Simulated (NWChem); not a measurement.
Molecule: C2H3F; SMILES C=CF

Program: NWChem. Structure relaxed at the PBE0/def2-SVP level.

Diagonal of the polarisability tensor at B3LYP/def2-SVPD, 589 nm: 28.37, 35.28, 21.27 bohr³.

Problem. Find the mean polarisability volume, the molar refraction, and the refractive index that an ideal gas of it would have at 273.15 K and 1 atm.

Solution. 
1. Mean: one third of the trace = 28.31 bohr³ × 0.14818 Å³/bohr³ = 4.19 Å³.
2. Molar refraction (Lorentz-Lorenz): (4π/3) N_A α = 10.6 cm³/mol.
3. Number density p/kT = 2.687 × 10⁻⁵ Å⁻³; n − 1 = 2π N α = 7.08 × 10⁻⁴.
